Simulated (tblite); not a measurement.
Record of a relaxation.

Compound: C₂H₄NO (doublet state).
Atom-mapped SMILES: `[CH3:1]/[CH:2]=[N:3]\[O:4]` (hydrogens: H5, H6, H7 on C1; H8 on C2)
Bond orders are those of one Lewis drawing.

Computed with GFN2-xTB (tblite), gas phase: L-BFGS steps from a force-field or distance-geometry start until the largest atomic force falls under 0.01 eV/Å. 14 of its 25 geometries are shown.

Step 0: E = -358.1926 eV, largest atomic force 6.449 eV/Å
```
atom  x, y, z in Å  |  force x, y, z in eV/Å
C1     -0.822   -0.037   -0.157   -0.140   0.009  -0.027
C2      0.549   -0.419    0.276    2.411  -0.472   0.758
N3      1.663    0.261    0.229   -4.341   4.006  -2.589
O4      1.543    1.524   -0.321    1.473  -4.262   2.078
H5     -0.897    0.966   -0.575    0.303  -0.039   0.016
H6     -1.175   -0.761   -0.903    0.113   0.131   0.172
H7     -1.496   -0.095    0.704    0.144  -0.066  -0.099
H8      0.645   -1.429    0.723    0.037   0.693  -0.310
```

Step 2: E = -358.9632 eV, largest atomic force 1.836 eV/Å
```
atom  x, y, z in Å  |  force x, y, z in eV/Å
C1     -0.820   -0.042   -0.155   -0.077  -0.183   0.085
C2      0.576   -0.440    0.292   -0.477   0.250  -0.173
N3      1.564    0.339    0.176   -1.140  -1.174   0.242
O4      1.587    1.456   -0.283    0.896   1.537  -0.452
H5     -0.886    0.964   -0.574    0.345  -0.170   0.096
H6     -1.172   -0.757   -0.899    0.031   0.031   0.016
H7     -1.492   -0.096    0.702    0.020  -0.024   0.007
H8      0.652   -1.414    0.717    0.402  -0.268   0.181
```

Step 4: E = -359.0614 eV, largest atomic force 0.574 eV/Å
```
atom  x, y, z in Å  |  force x, y, z in eV/Å
C1     -0.824   -0.052   -0.150   -0.565  -0.010  -0.100
C2      0.542   -0.450    0.290    0.089   0.496  -0.175
N3      1.504    0.347    0.159    0.133   0.071  -0.006
O4      1.641    1.483   -0.283    0.236  -0.145   0.107
H5     -0.866    0.956   -0.569    0.252  -0.159   0.099
H6     -1.170   -0.756   -0.898   -0.168  -0.129  -0.154
H7     -1.491   -0.098    0.702   -0.239  -0.024   0.142
H8      0.673   -1.420    0.723    0.263  -0.100   0.087
```

Step 6: E = -359.0899 eV, largest atomic force 0.427 eV/Å
```
atom  x, y, z in Å  |  force x, y, z in eV/Å
C1     -0.852   -0.058   -0.152    0.050  -0.140   0.068
C2      0.530   -0.438    0.285    0.206  -0.001   0.047
N3      1.495    0.355    0.154    0.020  -0.111   0.049
O4      1.673    1.486   -0.278    0.142  -0.073   0.057
H5     -0.848    0.946   -0.563   -0.006   0.044  -0.018
H6     -1.179   -0.762   -0.906   -0.228  -0.088  -0.101
H7     -1.505   -0.100    0.710   -0.267  -0.022   0.047
H8      0.694   -1.420    0.727    0.083   0.391  -0.151
```

Step 7: E = -359.0994 eV, largest atomic force 0.351 eV/Å
```
atom  x, y, z in Å  |  force x, y, z in eV/Å
C1     -0.863   -0.064   -0.152    0.215  -0.090   0.078
C2      0.528   -0.433    0.283    0.083  -0.076   0.049
N3      1.494    0.357    0.152    0.023  -0.065   0.033
O4      1.690    1.486   -0.275    0.108  -0.062   0.046
H5     -0.839    0.943   -0.561   -0.121  -0.006  -0.014
H6     -1.189   -0.768   -0.912   -0.181   0.003   0.024
H7     -1.518   -0.102    0.715   -0.166  -0.028  -0.085
H8      0.705   -1.411    0.725    0.038   0.324  -0.130
```

Step 9: E = -359.1083 eV, largest atomic force 0.180 eV/Å
```
atom  x, y, z in Å  |  force x, y, z in eV/Å
C1     -0.867   -0.071   -0.149    0.070   0.020   0.003
C2      0.528   -0.428    0.281   -0.044   0.024  -0.022
N3      1.497    0.356    0.153    0.052   0.026   0.002
O4      1.712    1.483   -0.269    0.095  -0.007   0.021
H5     -0.838    0.937   -0.559   -0.171  -0.056  -0.001
H6     -1.206   -0.771   -0.915   -0.049   0.076   0.142
H7     -1.536   -0.104    0.714    0.009  -0.035  -0.171
H8      0.719   -1.393    0.719    0.037  -0.047   0.026
```

Step 11: E = -359.1130 eV, largest atomic force 0.153 eV/Å
```
atom  x, y, z in Å  |  force x, y, z in eV/Å
C1     -0.864   -0.074   -0.147   -0.090   0.064  -0.045
C2      0.529   -0.424    0.280    0.021   0.031  -0.011
N3      1.502    0.356    0.154    0.033   0.044  -0.011
O4      1.729    1.481   -0.265    0.085   0.017   0.010
H5     -0.849    0.932   -0.558   -0.112   0.029  -0.030
H6     -1.219   -0.769   -0.908    0.023  -0.017   0.038
H7     -1.546   -0.108    0.702    0.031  -0.029  -0.009
H8      0.727   -1.385    0.718    0.010  -0.140   0.060
```

Step 13: E = -359.1153 eV, largest atomic force 0.097 eV/Å
```
atom  x, y, z in Å  |  force x, y, z in eV/Å
C1     -0.866   -0.072   -0.148   -0.024   0.010  -0.009
C2      0.531   -0.422    0.279    0.024  -0.002   0.006
N3      1.504    0.358    0.154   -0.002   0.001  -0.001
O4      1.743    1.482   -0.263    0.055  -0.008   0.015
H5     -0.863    0.932   -0.560   -0.061   0.064  -0.040
H6     -1.224   -0.769   -0.902    0.038  -0.069  -0.050
H7     -1.549   -0.112    0.697    0.008  -0.012   0.094
H8      0.732   -1.387    0.719   -0.038   0.016  -0.014
```

Step 15: E = -359.1168 eV, largest atomic force 0.136 eV/Å
```
atom  x, y, z in Å  |  force x, y, z in eV/Å
C1     -0.869   -0.070   -0.150    0.024  -0.027   0.017
C2      0.532   -0.419    0.278   -0.040   0.019  -0.014
N3      1.506    0.359    0.154   -0.006  -0.024   0.008
O4      1.757    1.482   -0.260    0.023  -0.034   0.019
H5     -0.876    0.935   -0.564   -0.028  -0.023   0.000
H6     -1.224   -0.774   -0.901    0.049  -0.021  -0.020
H7     -1.550   -0.116    0.699    0.037   0.001   0.047
H8      0.732   -1.388    0.719   -0.059   0.109  -0.057
```

Step 17: E = -359.1188 eV, largest atomic force 0.116 eV/Å
```
atom  x, y, z in Å  |  force x, y, z in eV/Å
C1     -0.874   -0.070   -0.151    0.006  -0.018   0.009
C2      0.531   -0.413    0.276   -0.068   0.059  -0.036
N3      1.509    0.359    0.154    0.011  -0.002   0.002
O4      1.778    1.479   -0.254    0.005  -0.025   0.012
H5     -0.896    0.937   -0.569    0.005  -0.108   0.041
H6     -1.220   -0.781   -0.902    0.037   0.042   0.046
H7     -1.547   -0.120    0.706    0.059   0.000  -0.042
H8      0.728   -1.381    0.716   -0.055   0.053  -0.033
```

Step 18: E = -359.1196 eV, largest atomic force 0.099 eV/Å
```
atom  x, y, z in Å  |  force x, y, z in eV/Å
C1     -0.875   -0.070   -0.151   -0.010  -0.004   0.000
C2      0.529   -0.409    0.274   -0.038   0.054  -0.028
N3      1.511    0.359    0.155    0.015   0.015  -0.004
O4      1.789    1.477   -0.251    0.006  -0.003   0.003
H5     -0.906    0.936   -0.570    0.017  -0.090   0.037
H6     -1.217   -0.785   -0.901    0.015   0.039   0.051
H7     -1.545   -0.122    0.709    0.040  -0.008  -0.052
H8      0.724   -1.376    0.713   -0.046  -0.003  -0.008
```

Step 20: E = -359.1202 eV, largest atomic force 0.038 eV/Å
```
atom  x, y, z in Å  |  force x, y, z in eV/Å
C1     -0.876   -0.070   -0.151    0.000  -0.002   0.000
C2      0.527   -0.405    0.272    0.016   0.007   0.001
N3      1.512    0.359    0.155    0.007   0.017  -0.006
O4      1.796    1.476   -0.249    0.011   0.019  -0.005
H5     -0.911    0.932   -0.570    0.016  -0.003   0.003
H6     -1.215   -0.785   -0.899   -0.012  -0.006   0.009
H7     -1.542   -0.124    0.709   -0.006  -0.014  -0.004
H8      0.720   -1.373    0.710   -0.033  -0.019   0.002
```

Step 22: E = -359.1203 eV, largest atomic force 0.024 eV/Å
```
atom  x, y, z in Å  |  force x, y, z in eV/Å
C1     -0.876   -0.070   -0.151    0.011  -0.003   0.003
C2      0.527   -0.404    0.271    0.013  -0.010   0.006
N3      1.512    0.360    0.154   -0.001   0.003  -0.001
O4      1.797    1.477   -0.250    0.004   0.006  -0.002
H5     -0.911    0.931   -0.570    0.007   0.021  -0.008
H6     -1.215   -0.786   -0.898   -0.009  -0.016  -0.007
H7     -1.542   -0.126    0.708   -0.011  -0.009   0.013
H8      0.716   -1.373    0.710   -0.013   0.008  -0.005
```

Step 24: E = -359.1204 eV, largest atomic force 0.005 eV/Å
```
atom  x, y, z in Å  |  force x, y, z in eV/Å
C1     -0.876   -0.071   -0.151    0.001   0.001  -0.001
C2      0.528   -0.404    0.271   -0.001  -0.001  -0.001
N3      1.513    0.361    0.154   -0.001  -0.002   0.001
O4      1.798    1.477   -0.249   -0.001  -0.002   0.001
H5     -0.910    0.932   -0.570    0.002   0.005  -0.001
H6     -1.216   -0.787   -0.898   -0.001  -0.003   0.002
H7     -1.542   -0.127    0.709    0.001  -0.003   0.001
H8      0.715   -1.373    0.710    0.001   0.005  -0.001
```

**Question.** Summarise the path.

**Answer.** The energy falls by 0.9278 eV from step 0 to step 24; nine tenths of that is first reached at step 4. It falls at every step. The largest force goes from 6.449 to 0.005 eV/Å. Among the bonds N3–O4 changes most, from 1.382 to 1.221 Å; the atoms move by 0.128 Å rms after alignment.

The cost below is that of the whole relaxation. Time: under 0.1 s wall. Hardware: one thread, INTEL XEON PLATINUM 8581C at 2.30 GHz (x86_64) (shared host).
